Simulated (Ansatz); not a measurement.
# CH₄OSi: one structure at several levels

How do the functionals fare away from a minimum? The structure is a structure displaced at random from a GFN2-xTB minimum.

Program: Ansatz 0.2.0, Gaussian basis. Level of theory: single points in def2-TZVPP. These are calculated values, not measurements.

Cores are frozen in the correlated methods.

### 1 The system as given

SMILES `CO[SiH]`, 7 atoms, charge 0, spin multiplicity 1.

Atoms are counted from 1 here; the program's logs count them from 0.

Bond lengths: C1–O2 1.357 Å, C1–H4 1.007 Å, C1–H5 1.057 Å, C1–H6 1.141 Å, O2–Si3 1.594 Å, Si3–H7 1.478 Å. Angles: O2–C1–H4 109.0°, O2–C1–H5 113.1°, O2–C1–H6 104.3°, H4–C1–H5 121.4°, H4–C1–H6 103.4°, H5–C1–H6 103.6°, C1–O2–Si3 137.5°, O2–Si3–H7 105.8°.

Coordinates:

```xyz
7

C    -0.55760    0.42720   -0.47230
O    -0.39610   -0.58970    0.41130
Si    0.81020   -1.32160    1.15360
H    -1.52090    0.46040   -0.76230
H     0.23040    0.49720   -1.17320
H    -0.43980    1.36960    0.15940
H     2.03340   -0.60450    0.73810
```

### 2 CCSD(T)/def2-TZVPP

Input file run/in.yaml:

```yaml
crystal:
  periodic: [false, false, false]
  atoms:
    - {symbol: C, position_ang: [-0.557600, 0.427200, -0.472300]}
    - {symbol: O, position_ang: [-0.396100, -0.589700, 0.411300]}
    - {symbol: Si, position_ang: [0.810200, -1.321600, 1.153600]}
    - {symbol: H, position_ang: [-1.520900, 0.460400, -0.762300]}
    - {symbol: H, position_ang: [0.230400, 0.497200, -1.173200]}
    - {symbol: H, position_ang: [-0.439800, 1.369600, 0.159400]}
    - {symbol: H, position_ang: [2.033400, -0.604500, 0.738100]}
basis:
  gaussian: {orbitals: def2-TZVPP}
correlation: {method: ccsd_t}
output: {forces: true}
```

The command line of these runs was not kept.

### 3 PBE0-D4/def2-TZVPP

run/in.yaml: that of step 2 with these lines changed.

```diff
@@ -12,3 +12,3 @@
   gaussian: {orbitals: def2-TZVPP}
-correlation: {method: ccsd_t}
-output: {forces: true}
+hamiltonian: {xc: pbe0, dispersion: d4}
+output: {forces: true, orbitals: {seedname: orbitals}}
```

### 4 wB97M-V/def2-TZVPP

run/in.yaml: that of step 3 with these lines changed.

```diff
@@ -12,3 +12,3 @@
   gaussian: {orbitals: def2-TZVPP}
-hamiltonian: {xc: pbe0, dispersion: d4}
-output: {forces: true, orbitals: {seedname: orbitals}}
+hamiltonian: {xc: {name: wB97M-V}}
+output: {forces: true}
```

### 5 r2SCAN-D4/def2-TZVPP

run/in.yaml: that of step 4 with these lines changed.

```diff
@@ -12,3 +12,3 @@
   gaussian: {orbitals: def2-TZVPP}
-hamiltonian: {xc: {name: wB97M-V}}
+hamiltonian: {xc: r2scan, dispersion: d4}
 output: {forces: true}
```

### 6 PBE-D4/def2-TZVPP

run/in.yaml: that of step 5 with these lines changed.

```diff
@@ -12,3 +12,3 @@
   gaussian: {orbitals: def2-TZVPP}
-hamiltonian: {xc: r2scan, dispersion: d4}
+hamiltonian: {xc: pbe, dispersion: d4}
 output: {forces: true}
```

### 7 BLYP-D4/def2-TZVPP

run/in.yaml: that of step 6 with these lines changed.

```diff
@@ -12,3 +12,3 @@
   gaussian: {orbitals: def2-TZVPP}
-hamiltonian: {xc: pbe, dispersion: d4}
+hamiltonian: {xc: {name: BLYP}, dispersion: d4}
 output: {forces: true}
```

### 8 B97M-V/def2-TZVPP

run/in.yaml: that of step 7 with these lines changed.

```diff
@@ -12,3 +12,3 @@
   gaussian: {orbitals: def2-TZVPP}
-hamiltonian: {xc: {name: BLYP}, dispersion: d4}
+hamiltonian: {xc: {name: B97M-V}}
 output: {forces: true}
```

(Steps that only read results are left out.)

Q: Predict the outcome of this session. Wanted: energy less free atoms, CCSD(T)/def2-TZVPP; RMS force component; RMS force error; HOMO and LUMO, PBE0-D4; T1 diagnostic.

**Answer**, as computed:

| quantity | value |
| --- | --- |
| energy less free atoms, CCSD(T)/def2-TZVPP | -2337.8 kJ/mol |
| RMS force component | 1.529 to 1.618 eV/Å over the methods |
| RMS force error | PBE0-D4 0.157, wB97M-V 0.070, r2SCAN-D4 0.092, PBE-D4 0.204, BLYP-D4 0.189, B97M-V 0.164 eV/Å |
| HOMO and LUMO, PBE0-D4 | -6.14 and -1.88 eV |
| T1 diagnostic | 0.015 |

Against CCSD(T) the functionals' energies less atoms differ by -91.4 to -45.6 kJ/mol, PBE-D4 by -91.4 kJ/mol. CCSD(T) in triple zeta still lacks some correlation energy of the bonds, so part of these gaps is its own basis error and they don't rank the functionals. For forces wB97M-V does best and PBE-D4 worst. Frozen-core CCSD(T) forces in triple zeta carry basis errors of their own, and this is one geometry, so small gaps rank nothing. The restricted Hartree–Fock reference is unstable towards an unrestricted one at one or more of these structures.
